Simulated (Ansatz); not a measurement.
# Cost against result

Saddle point of CH$_{6}$AlCl, closed shell (AlH₂Cl ([AlH2][Cl]) + CH₄ → CH₅Al ([CH3][AlH2]) + HCl (still joined by a long Al–Cl bond); bonds formed: Al1–C6, Cl2–H5; bonds broken: H5–C6; bonds weakened to dative contacts: Al1–Cl2), PBE0-D4/def2-TZVP structure:

| atom | x (Å) | y (Å) | z (Å) |
| --- | --- | --- | --- |
| Al1 | -0.4452 | -0.6689 | -0.7499 |
| Cl2 | 1.1838 | 0.9228 | -1.7567 |
| H3 | 0.2218 | -2.0909 | -0.9379 |
| H4 | -1.8415 | -0.2448 | -1.3594 |
| H5 | 0.8120 | 0.8135 | -0.4122 |
| C6 | 0.0226 | 0.2536 | 0.9981 |
| H7 | -0.3123 | 1.2788 | 1.1768 |
| H8 | 1.0112 | 0.1135 | 1.4429 |
| H9 | -0.6525 | -0.3777 | 1.5982 |

Barriers are electronic and count from the start structure reached by relaxing down the imaginary mode.

Ansatz 0.2.0; basis: as named in each row; cores frozen in the correlated methods. B3LYP uses VWN-RPA correlation. Extrapolation: Hartree–Fock as exp(−7.88 √X), correlation as X^−2.97.

Times are rough, for one single point on 2 threads of a shared host (Intel Xeon Platinum 8259CL).

The estimate by CCSD(T) at an estimated basis limit (MP2 extrapolated from triple and quadruple zeta, plus CCSD(T) − MP2 in triple zeta) is 1.998 eV.

```
      method       basis  time (s)  barrier (eV)  method less estimate
          HF      STO-3G   under 1         3.180                 1.182
      PBE-D4      STO-3G   under 1         2.045                 0.047
       SPW92    def2-SVP   under 1         1.417                -0.580
    B3LYP-D4       6-31G         1         2.117                 0.120
      PBE-D4    def2-SVP         1         1.644                -0.354
       SPW92  def2-TZVPP         1         1.445                -0.552
     PBE0-D4    def2-SVP         2         1.799                -0.199
      PBE-D4  def2-TZVPP         2         1.676                -0.322
     BLYP-D4  def2-TZVPP         2         1.837                -0.160
     CCSD(T)    def2-SVP         3         2.055                 0.057
     PBE0-D4  def2-TZVPP         3         1.817                -0.181
   r2SCAN-D4  def2-TZVPP         3         1.803                -0.195
    B3LYP-D4  def2-TZVPP         4         1.940                -0.057
    BHLYP-D4  def2-TZVPP         4         2.119                 0.121
  RPA on PBE  def2-TZVPP         5         1.946                -0.052
  r2SCAN0-D4  def2-TZVPP         5         1.901                -0.097
     wB97M-V    def2-SVP         6         1.901                -0.096
CAM-B3LYP-D4  def2-TZVPP         6         1.977                -0.021
      B97M-V  def2-TZVPP         8         1.967                -0.030
      B2PLYP  def2-TZVPP         8         1.992                -0.005
    PBE-QIDH  def2-TZVPP         8         1.936                -0.062
     wB97X-V  def2-TZVPP        10         1.980                -0.018
     wB97M-V  def2-TZVPP        11         1.955                -0.043
         MP2  def2-QZVPP        25         1.966                -0.032
     CCSD(T)  def2-TZVPP        44         1.980                -0.018
```

All methods are single points on the PBE0-D4 structures.

No T1 diagnostic of these runs exceeds 0.010.

Labels in which every atom is bracketed show which atoms are joined, not bond orders.
